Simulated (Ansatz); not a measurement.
A short molecular-dynamics run on C$_{2}$H$_{5}$NO$_{2}$ (`N/C(O)=C\O`).

```yaml
crystal:
  periodic: [false, false, false]
  atoms:
    - {symbol: N, position_ang: [0.626681, 1.158616, 0.097837]}
    - {symbol: C, position_ang: [0.030743, -0.020320, -0.380796]}
    - {symbol: O, position_ang: [0.058904, -0.172589, -1.744685]}
    - {symbol: C, position_ang: [-0.503125, -0.882564, 0.482801]}
    - {symbol: O, position_ang: [-0.503461, -0.683144, 1.824927]}
    - {symbol: H, position_ang: [0.167308, 1.983252, -0.272912]}
    - {symbol: H, position_ang: [1.605983, 1.210304, -0.160586]}
    - {symbol: H, position_ang: [-0.366294, -1.002696, -1.981807]}
    - {symbol: H, position_ang: [-0.978171, -1.808972, 0.183002]}
    - {symbol: H, position_ang: [-0.055369, 0.166912, 1.955020]}
basis:
  gaussian: {orbitals: def2-SVP}
hamiltonian: {xc: {name: revPBE}}
md: {timestep: 1 fs, n_steps: 30, ensemble: nve, temperature: 300, initial_velocities: maxwell_boltzmann, seed: 114}
```

```sh
$ ansatz run in.yaml --threads 4 --pin off --events-out ev --progress --plain --max-ram 10444MiB
```

```csv
step,time (fs),potential energy (eV),kinetic (eV),T (K),conserved (eV)
0,0.0,-7730.5481,0.3102,300,-7730.2379
1,1.0,-7730.5200,0.2853,276,-7730.2348
2,2.0,-7730.4653,0.2357,228,-7730.2296
3,3.0,-7730.4557,0.2250,218,-7730.2307
4,4.0,-7730.4797,0.2465,238,-7730.2332
5,5.0,-7730.4969,0.2620,253,-7730.2349
6,6.0,-7730.4808,0.2461,238,-7730.2346
7,7.0,-7730.4408,0.2103,203,-7730.2306
8,8.0,-7730.4355,0.2057,199,-7730.2298
9,9.0,-7730.4714,0.2353,228,-7730.2361
10,10.0,-7730.4657,0.2288,221,-7730.2369
11,11.0,-7730.4073,0.1766,171,-7730.2307
12,12.0,-7730.3775,0.1476,143,-7730.2299
13,13.0,-7730.3911,0.1579,153,-7730.2332
14,14.0,-7730.4007,0.1663,161,-7730.2344
15,15.0,-7730.3831,0.1492,144,-7730.2339
16,16.0,-7730.3473,0.1156,112,-7730.2317
17,17.0,-7730.3296,0.1001,97,-7730.2295
18,18.0,-7730.3594,0.1268,123,-7730.2326
19,19.0,-7730.3912,0.1540,149,-7730.2372
20,20.0,-7730.3648,0.1309,127,-7730.2339
21,21.0,-7730.3261,0.0975,94,-7730.2287
22,22.0,-7730.3454,0.1141,110,-7730.2313
23,23.0,-7730.3893,0.1544,149,-7730.2349
24,24.0,-7730.4037,0.1693,164,-7730.2344
25,25.0,-7730.3912,0.1589,154,-7730.2323
26,26.0,-7730.3850,0.1546,150,-7730.2304
27,27.0,-7730.4151,0.1843,178,-7730.2308
28,28.0,-7730.4716,0.2360,228,-7730.2356
29,29.0,-7730.4880,0.2508,243,-7730.2372
30,30.0,-7730.4463,0.2152,208,-7730.2311
```

Velocities are drawn at the set temperature; a run this short doesn't reach equilibrium.

Frames (Å, forces in eV/Å):

```xyz
10
time=0.0 fs
N     0.627    1.159    0.098   -0.108   -0.091    0.754
C     0.031   -0.020   -0.381    0.376    0.577   -0.811
O     0.059   -0.173   -1.745    0.330    0.526   -0.604
C    -0.503   -0.883    0.483   -0.335   -0.495    0.846
O    -0.503   -0.683    1.825   -0.401   -0.653    0.605
H     0.167    1.983   -0.273   -0.236    0.571   -0.268
H     1.606    1.210   -0.161    0.635    0.103   -0.200
H    -0.366   -1.003   -1.982   -0.300   -0.583   -0.156
H    -0.978   -1.809    0.183   -0.297   -0.575   -0.164
H    -0.055    0.167    1.955    0.335    0.620   -0.003
10
time=1.0 fs
N     0.625    1.161    0.093    1.711   -1.123    0.931
C     0.025   -0.017   -0.381    0.442    0.744   -0.977
O     0.061   -0.171   -1.745   -0.028   -0.168   -0.821
C    -0.495   -0.882    0.482   -0.719   -1.078    1.080
O    -0.509   -0.685    1.829   -0.191   -0.386    0.442
H     0.186    1.976   -0.256   -0.737    1.552   -0.736
H     1.636    1.188   -0.174   -0.625    0.150    0.127
H    -0.378   -1.011   -1.990    0.055    0.109    0.072
H    -0.971   -1.823    0.187   -0.097   -0.191   -0.094
H    -0.038    0.158    1.964    0.188    0.392   -0.024
10
time=2.0 fs
N     0.624    1.162    0.089    2.674   -1.469    0.889
C     0.020   -0.014   -0.382    0.459    0.819   -1.054
O     0.062   -0.170   -1.745   -0.330   -0.725   -1.002
C    -0.487   -0.882    0.483   -1.043   -1.574    1.209
O    -0.515   -0.688    1.834    0.124    0.037    0.320
H     0.198    1.983   -0.246   -0.822    1.789   -0.866
H     1.660    1.167   -0.186   -1.452    0.246    0.337
H    -0.390   -1.018   -1.998    0.352    0.665    0.264
H    -0.964   -1.839    0.189    0.106    0.210   -0.015
H    -0.020    0.153    1.972   -0.067    0.001   -0.083
10
time=3.0 fs
N     0.625    1.163    0.085    2.601   -0.815    0.588
C     0.015   -0.009   -0.384    0.416    0.770   -1.012
O     0.064   -0.170   -1.746   -0.471   -0.958   -1.079
C    -0.480   -0.883    0.484   -1.233   -1.831    1.224
O    -0.521   -0.690    1.839    0.434    0.415    0.211
H     0.202    2.007   -0.245   -0.419    1.027   -0.592
H     1.670    1.148   -0.195   -1.735    0.349    0.408
H    -0.398   -1.019   -2.004    0.482    0.894    0.352
H    -0.957   -1.853    0.192    0.245    0.497    0.038
H    -0.001    0.148    1.980   -0.321   -0.348   -0.138
10
time=4.0 fs
N     0.628    1.162    0.082    1.838    0.287    0.266
C     0.010   -0.004   -0.386    0.318    0.594   -0.838
O     0.065   -0.170   -1.748   -0.415   -0.823   -1.025
C    -0.474   -0.886    0.486   -1.262   -1.782    1.121
O    -0.527   -0.693    1.844    0.647    0.616    0.094
H     0.202    2.041   -0.249    0.144   -0.151   -0.172
H     1.663    1.133   -0.200   -1.491    0.427    0.345
H    -0.402   -1.012   -2.006    0.410    0.749    0.313
H    -0.947   -1.863    0.195    0.291    0.602    0.051
H     0.014    0.140    1.986   -0.481   -0.521   -0.156
10
time=5.0 fs
N     0.632    1.162    0.079    0.684    1.208    0.145
C     0.006    0.001   -0.390    0.185    0.321   -0.541
O     0.066   -0.170   -1.751   -0.171   -0.351   -0.845
C    -0.469   -0.890    0.489   -1.137   -1.430    0.919
O    -0.532   -0.694    1.849    0.715    0.593   -0.042
H     0.203    2.074   -0.255    0.558   -1.106    0.159
H     1.642    1.121   -0.202   -0.719    0.462    0.148
H    -0.401   -0.997   -2.005    0.144    0.264    0.157
H    -0.934   -1.866    0.198    0.239    0.509    0.020
H     0.024    0.127    1.991   -0.499   -0.469   -0.122
10
time=6.0 fs
N     0.636    1.163    0.076   -0.690    1.714    0.275
C     0.002    0.007   -0.393    0.040   -0.009   -0.159
O     0.067   -0.171   -1.754    0.191    0.310   -0.586
C    -0.465   -0.895    0.493   -0.891   -0.833    0.658
O    -0.537   -0.696    1.854    0.626    0.357   -0.197
H     0.210    2.096   -0.259    0.730   -1.601    0.330
H     1.614    1.115   -0.202    0.495    0.438   -0.167
H    -0.400   -0.980   -2.002   -0.240   -0.409   -0.066
H    -0.919   -1.865    0.201    0.102    0.239   -0.049
H     0.030    0.109    1.995   -0.364   -0.206   -0.039
10
time=7.0 fs
N     0.640    1.165    0.073   -1.852    1.773    0.547
C    -0.002    0.013   -0.397   -0.093   -0.355    0.253
O     0.067   -0.171   -1.757    0.488    0.837   -0.358
C    -0.461   -0.901    0.498   -0.579   -0.098    0.375
O    -0.541   -0.697    1.859    0.417   -0.021   -0.358
H     0.223    2.103   -0.260    0.667   -1.613    0.339
H     1.591    1.112   -0.204    1.706    0.363   -0.484
H    -0.400   -0.966   -2.001   -0.556   -0.940   -0.245
H    -0.904   -1.861    0.205   -0.084   -0.136   -0.140
H     0.032    0.090    1.998   -0.113    0.191    0.072
10
time=8.0 fs
N     0.643    1.169    0.070   -2.025    1.325    0.754
C    -0.006    0.018   -0.401   -0.192   -0.678    0.637
O     0.069   -0.171   -1.760    0.507    0.876   -0.276
C    -0.458   -0.907    0.503   -0.280    0.609    0.093
O    -0.545   -0.698    1.864    0.188   -0.392   -0.499
H     0.243    2.094   -0.258    0.378   -1.130    0.182
H     1.585    1.113   -0.210    2.121    0.282   -0.579
H    -0.406   -0.962   -2.001   -0.587   -0.974   -0.265
H    -0.888   -1.859    0.206   -0.257   -0.487   -0.220
H     0.033    0.072    2.002    0.147    0.568    0.173
10
time=9.0 fs
N     0.644    1.173    0.068   -0.905    0.325    0.810
C    -0.011    0.023   -0.404   -0.234   -0.937    0.943
O     0.070   -0.170   -1.764    0.212    0.403   -0.340
C    -0.456   -0.912    0.508   -0.077    1.106   -0.187
O    -0.549   -0.700    1.868    0.087   -0.573   -0.585
H     0.267    2.075   -0.254   -0.114   -0.151   -0.150
H     1.598    1.116   -0.222    1.411    0.235   -0.347
H    -0.418   -0.967   -2.004   -0.301   -0.488   -0.121
H    -0.876   -1.862    0.206   -0.348   -0.660   -0.243
H     0.036    0.059    2.008    0.270    0.739    0.220
10
time=10.0 fs
N     0.645    1.177    0.067    0.782   -0.982    0.819
C    -0.015    0.027   -0.406   -0.206   -1.102    1.142
O     0.072   -0.169   -1.768   -0.212   -0.253   -0.429
C    -0.453   -0.917    0.512   -0.016    1.284   -0.467
O    -0.553   -0.702    1.872    0.198   -0.469   -0.602
H     0.290    2.054   -0.252   -0.676    1.085   -0.586
H     1.625    1.122   -0.238    0.171    0.207    0.040
H    -0.432   -0.977   -2.008    0.112    0.182    0.078
H    -0.866   -1.870    0.203   -0.320   -0.563   -0.183
H     0.041    0.054    2.016    0.168    0.610    0.188
10
time=11.0 fs
N     0.646    1.181    0.066    2.036   -1.853    0.759
C    -0.020    0.030   -0.408   -0.106   -1.167    1.222
O     0.073   -0.169   -1.772   -0.561   -0.754   -0.429
C    -0.451   -0.921    0.517   -0.081    1.175   -0.729
O    -0.557   -0.704    1.876    0.471   -0.163   -0.571
H     0.306    2.043   -0.255   -1.019    1.873   -0.880
H     1.654    1.130   -0.253   -0.882    0.167    0.365
H    -0.445   -0.985   -2.012    0.439    0.691    0.219
H    -0.860   -1.884    0.199   -0.196   -0.239   -0.051
H     0.048    0.055    2.025   -0.102    0.270    0.094
10
time=12.0 fs
N     0.649    1.183    0.066    2.355   -1.597    0.462
C    -0.025    0.033   -0.408    0.054   -1.151    1.189
O     0.075   -0.169   -1.776   -0.726   -0.943   -0.291
C    -0.448   -0.923    0.520   -0.208    0.920   -0.938
O    -0.561   -0.706    1.880    0.763    0.166   -0.531
H     0.312    2.051   -0.267   -0.907    1.553   -0.769
H     1.674    1.139   -0.264   -1.465    0.103    0.538
H    -0.455   -0.986   -2.013    0.569    0.876    0.253
H    -0.856   -1.901    0.194   -0.039    0.169    0.105
H     0.053    0.058    2.036   -0.395   -0.096   -0.018
10
time=13.0 fs
N     0.653    1.185    0.066    1.864   -0.494   -0.006
C    -0.030    0.034   -0.408    0.260   -1.069    1.069
O     0.075   -0.169   -1.781   -0.674   -0.784   -0.019
C    -0.446   -0.925    0.523   -0.338    0.663   -1.064
O    -0.564   -0.708    1.883    0.953    0.373   -0.516
H     0.310    2.073   -0.286   -0.473    0.409   -0.323
H     1.681    1.150   -0.270   -1.566    0.019    0.555
H    -0.458   -0.979   -2.012    0.467    0.702    0.173
H    -0.852   -1.915    0.190    0.092    0.518    0.236
H     0.055    0.060    2.046   -0.585   -0.337   -0.105
10
time=14.0 fs
N     0.659    1.186    0.066    0.885    0.632   -0.371
C    -0.034    0.034   -0.407    0.499   -0.931    0.897
O     0.076   -0.170   -1.786   -0.417   -0.317    0.358
C    -0.443   -0.927    0.525   -0.430    0.500   -1.089
O    -0.567   -0.710    1.885    0.983    0.388   -0.547
H     0.303    2.099   -0.308   -0.026   -0.751    0.167
H     1.672    1.160   -0.271   -1.195   -0.075    0.419
H    -0.457   -0.965   -2.009    0.152    0.215   -0.002
H    -0.847   -1.925    0.188    0.160    0.715    0.309
H     0.052    0.059    2.055   -0.612   -0.377   -0.140
10
time=15.0 fs
N     0.665    1.187    0.066   -0.410    1.324   -0.464
C    -0.038    0.034   -0.405    0.755   -0.750    0.702
O     0.076   -0.171   -1.790   -0.046    0.304    0.773
C    -0.442   -0.928    0.527   -0.464    0.476   -1.009
O    -0.568   -0.712    1.888    0.844    0.202   -0.629
H     0.296    2.118   -0.329    0.270   -1.482    0.517
H     1.652    1.170   -0.268   -0.359   -0.166    0.131
H    -0.455   -0.949   -2.007   -0.277   -0.424   -0.216
H    -0.841   -1.928    0.190    0.153    0.723    0.311
H     0.042    0.054    2.063   -0.466   -0.207   -0.116
10
time=16.0 fs
N     0.671    1.190    0.065   -1.834    1.518   -0.289
C    -0.042    0.033   -0.402    1.006   -0.549    0.502
O     0.076   -0.172   -1.794    0.230    0.760    1.116
C    -0.440   -0.928    0.527   -0.436    0.600   -0.830
O    -0.570   -0.713    1.890    0.578   -0.139   -0.750
H     0.291    2.123   -0.344    0.387   -1.721    0.682
H     1.628    1.178   -0.264    0.790   -0.246   -0.259
H    -0.456   -0.937   -2.006   -0.600   -0.887   -0.371
H    -0.833   -1.924    0.194    0.071    0.537    0.241
H     0.028    0.048    2.070   -0.191    0.127   -0.044
10
time=17.0 fs
N     0.676    1.193    0.065   -2.852    1.252    0.000
C    -0.044    0.032   -0.399    1.227   -0.352    0.299
O     0.076   -0.172   -1.797    0.190    0.745    1.286
C    -0.439   -0.929    0.527   -0.354    0.847   -0.568
O    -0.571   -0.715    1.891    0.288   -0.513   -0.873
H     0.290    2.111   -0.353    0.327   -1.498    0.653
H     1.612    1.184   -0.262    1.727   -0.308   -0.575
H    -0.462   -0.934   -2.009   -0.592   -0.863   -0.372
H    -0.824   -1.915    0.200   -0.070    0.193    0.111
H     0.013    0.042    2.077    0.109    0.497    0.041
10
time=18.0 fs
N     0.679    1.197    0.064   -2.770    0.521    0.210
C    -0.046    0.030   -0.396    1.403   -0.173    0.090
O     0.076   -0.172   -1.800   -0.163    0.279    1.280
C    -0.439   -0.928    0.526   -0.248    1.135   -0.260
O    -0.572   -0.717    1.892    0.121   -0.729   -0.943
H     0.293    2.085   -0.356    0.079   -0.810    0.398
H     1.612    1.187   -0.266    1.782   -0.341   -0.587
H    -0.474   -0.939   -2.015   -0.251   -0.374   -0.224
H    -0.816   -1.904    0.208   -0.235   -0.221   -0.048
H    -0.002    0.041    2.084    0.283    0.713    0.083
10
time=19.0 fs
N     0.679    1.202    0.063   -1.552   -0.647    0.341
C    -0.047    0.029   -0.392    1.536   -0.008   -0.125
O     0.076   -0.172   -1.801   -0.610   -0.315    1.194
C    -0.438   -0.927    0.525   -0.174    1.319    0.037
O    -0.573   -0.719    1.893    0.172   -0.648   -0.916
H     0.296    2.051   -0.355   -0.344    0.297   -0.090
H     1.630    1.187   -0.275    0.906   -0.326   -0.278
H    -0.488   -0.947   -2.024    0.197    0.250   -0.020
H    -0.811   -1.895    0.215   -0.365   -0.556   -0.184
H    -0.014    0.048    2.091    0.234    0.635    0.040
10
time=20.0 fs
N     0.679    1.206    0.063    0.011   -1.904    0.473
C    -0.046    0.027   -0.389    1.629    0.147   -0.341
O     0.076   -0.171   -1.802   -0.930   -0.736    1.121
C    -0.438   -0.924    0.525   -0.192    1.250    0.264
O    -0.574   -0.722    1.893    0.395   -0.304   -0.799
H     0.295    2.020   -0.355   -0.792    1.461   -0.661
H     1.656    1.183   -0.287   -0.260   -0.255    0.122
H    -0.500   -0.953   -2.033    0.530    0.703    0.148
H    -0.809   -1.892    0.221   -0.402   -0.659   -0.249
H    -0.024    0.060    2.099    0.010    0.298   -0.078
10
time=21.0 fs
N     0.679    1.209    0.063    1.018   -2.491    0.425
C    -0.044    0.025   -0.386    1.683    0.285   -0.547
O     0.076   -0.172   -1.802   -1.020   -0.849    1.109
C    -0.437   -0.921    0.524   -0.317    0.882    0.386
O    -0.574   -0.725    1.892    0.651    0.125   -0.642
H     0.288    2.003   -0.361   -0.925    1.944   -0.931
H     1.680    1.177   -0.298   -1.154   -0.147    0.413
H    -0.507   -0.953   -2.040    0.639    0.843    0.231
H    -0.810   -1.895    0.224   -0.327   -0.477   -0.228
H    -0.034    0.075    2.107   -0.249   -0.116   -0.217
10
time=22.0 fs
N     0.679    1.210    0.063    1.074   -1.995    0.007
C    -0.041    0.024   -0.384    1.691    0.385   -0.725
O     0.074   -0.173   -1.802   -0.853   -0.629    1.175
C    -0.437   -0.916    0.524   -0.510    0.324    0.408
O    -0.574   -0.728    1.891    0.817    0.462   -0.499
H     0.271    2.005   -0.376   -0.540    1.368   -0.647
H     1.693    1.170   -0.305   -1.580   -0.035    0.534
H    -0.509   -0.944   -2.045    0.495    0.647    0.214
H    -0.815   -1.902    0.225   -0.175   -0.100   -0.147
H    -0.046    0.089    2.112   -0.418   -0.425   -0.319
10
time=23.0 fs
N     0.680    1.210    0.063    0.407   -0.927   -0.553
C    -0.036    0.023   -0.382    1.640    0.427   -0.848
O     0.072   -0.174   -1.801   -0.455   -0.122    1.310
C    -0.438   -0.912    0.524   -0.700   -0.242    0.353
O    -0.574   -0.731    1.890    0.837    0.602   -0.402
H     0.249    2.020   -0.397    0.120    0.261   -0.046
H     1.690    1.162   -0.307   -1.522    0.059    0.490
H    -0.505   -0.929   -2.049    0.125    0.161    0.099
H    -0.822   -1.910    0.224   -0.009    0.309   -0.055
H    -0.062    0.099    2.114   -0.443   -0.527   -0.347
10
time=24.0 fs
N     0.682    1.209    0.063   -0.620    0.031   -0.901
C    -0.030    0.022   -0.381    1.519    0.397   -0.884
O     0.070   -0.175   -1.799    0.057    0.513    1.465
C    -0.439   -0.908    0.524   -0.826   -0.661    0.243
O    -0.573   -0.733    1.889    0.711    0.514   -0.361
H     0.228    2.037   -0.419    0.694   -0.686    0.499
H     1.673    1.155   -0.304   -0.983    0.122    0.287
H    -0.500   -0.913   -2.051   -0.349   -0.450   -0.067
H    -0.828   -1.916    0.223    0.118    0.611    0.011
H    -0.082    0.104    2.113   -0.323   -0.392   -0.294
10
time=25.0 fs
N     0.683    1.208    0.063   -1.796    0.620   -0.896
C    -0.023    0.022   -0.380    1.320    0.281   -0.817
O     0.068   -0.176   -1.796    0.444    0.965    1.525
C    -0.440   -0.904    0.524   -0.851   -0.847    0.096
O    -0.572   -0.735    1.887    0.481    0.233   -0.361
H     0.214    2.048   -0.436    1.021   -1.207    0.822
H     1.647    1.149   -0.298   -0.011    0.149   -0.054
H    -0.499   -0.900   -2.054   -0.685   -0.871   -0.175
H    -0.834   -1.915    0.222    0.178    0.731    0.033
H    -0.106    0.105    2.109   -0.101   -0.057   -0.174
10
time=26.0 fs
N     0.683    1.208    0.061   -2.827    0.834   -0.613
C    -0.015    0.022   -0.380    1.043    0.081   -0.648
O     0.066   -0.177   -1.793    0.477    0.952    1.370
C    -0.443   -0.901    0.525   -0.761   -0.777   -0.072
O    -0.570   -0.736    1.885    0.229   -0.119   -0.362
H     0.210    2.047   -0.445    1.080   -1.294    0.903
H     1.620    1.145   -0.293    1.117    0.144   -0.431
H    -0.504   -0.897   -2.058   -0.654   -0.819   -0.116
H    -0.837   -1.908    0.221    0.157    0.645    0.004
H    -0.130    0.105    2.103    0.139    0.351   -0.033
10
time=27.0 fs
N     0.680    1.208    0.060   -3.108    0.654   -0.257
C    -0.006    0.022   -0.381    0.704   -0.184   -0.405
O     0.065   -0.177   -1.788    0.177    0.516    1.003
C    -0.446   -0.898    0.525   -0.564   -0.474   -0.241
O    -0.568   -0.738    1.883    0.063   -0.339   -0.309
H     0.216    2.034   -0.445    0.870   -0.960    0.732
H     1.604    1.142   -0.292    1.792    0.140   -0.619
H    -0.515   -0.901   -2.064   -0.281   -0.344    0.106
H    -0.840   -1.894    0.221    0.060    0.368   -0.074
H    -0.153    0.109    2.097    0.288    0.623    0.065
10
time=28.0 fs
N     0.676    1.209    0.058   -2.172    0.013    0.032
C     0.004    0.021   -0.382    0.336   -0.470   -0.129
O     0.063   -0.176   -1.783   -0.217   -0.029    0.554
C    -0.449   -0.896    0.526   -0.294   -0.020   -0.391
O    -0.567   -0.740    1.881    0.049   -0.258   -0.164
H     0.230    2.011   -0.439    0.390   -0.190    0.284
H     1.606    1.140   -0.297    1.529    0.175   -0.444
H    -0.529   -0.908   -2.068    0.187    0.233    0.370
H    -0.841   -1.877    0.219   -0.089   -0.037   -0.185
H    -0.173    0.119    2.092    0.279    0.582    0.072
10
time=29.0 fs
N     0.670    1.209    0.056   -0.372   -0.993    0.321
C     0.014    0.021   -0.383   -0.016   -0.722    0.138
O     0.062   -0.176   -1.778   -0.484   -0.411    0.155
C    -0.453   -0.894    0.526   -0.014    0.436   -0.516
O    -0.565   -0.743    1.878    0.156    0.112    0.048
H     0.249    1.987   -0.430   -0.275    0.909   -0.391
H     1.622    1.140   -0.306    0.580    0.242   -0.018
H    -0.542   -0.913   -2.069    0.519    0.631    0.557
H    -0.844   -1.860    0.216   -0.242   -0.443   -0.292
H    -0.191    0.135    2.087    0.147    0.240   -0.002
10
time=30.0 fs
N     0.664    1.209    0.054    1.346   -1.839    0.565
C     0.024    0.020   -0.384   -0.318   -0.894    0.357
O     0.060   -0.176   -1.772   -0.527   -0.512   -0.118
C    -0.456   -0.892    0.525    0.189    0.707   -0.635
O    -0.563   -0.745    1.876    0.286    0.583    0.257
H     0.264    1.972   -0.424   -0.829    1.836   -0.989
H     1.643    1.142   -0.316   -0.417    0.296    0.401
H    -0.549   -0.912   -2.065    0.610    0.724    0.608
H    -0.849   -1.847    0.210   -0.332   -0.687   -0.345
H    -0.207    0.153    2.082   -0.009   -0.213   -0.100
```

Hardware: 4 threads of an Arm Neoverse N1 on a shared host. Wall time 40 s, peak host memory 0.12 GiB.
